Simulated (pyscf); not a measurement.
Optimised with ωB97X-D3(BJ)/def2-SVP in PySCF.

Problem. For the elementary gas-phase step H₃C–N(CH₃)–SiH₂–NH₂ + hydrogen (H₂) → H₃C–N(CH₃)–SiH₃ + ammonia (NH₃) (singlet surface; N–Si, H–H broken, H–Si, H–N formed), what barrier and reaction energy does M06-2X/def2-TZVP give, measured from the separated reactants?

Solution. ΔE‡ = 205.9 kJ/mol, ΔE = +55.7 kJ/mol. ωB97M-D3(BJ)/def2-TZVP gives 192.1 kJ/mol and +44.6 kJ/mol. Zero-point energy shifts the barrier by +14.3 kJ/mol. It is a four-centre exchange, with an imaginary mode of 1428i cm⁻¹. At the saddle there is also a short H–Si contact that neither side keeps. One saddle was located; it need not be the lowest between these sides.
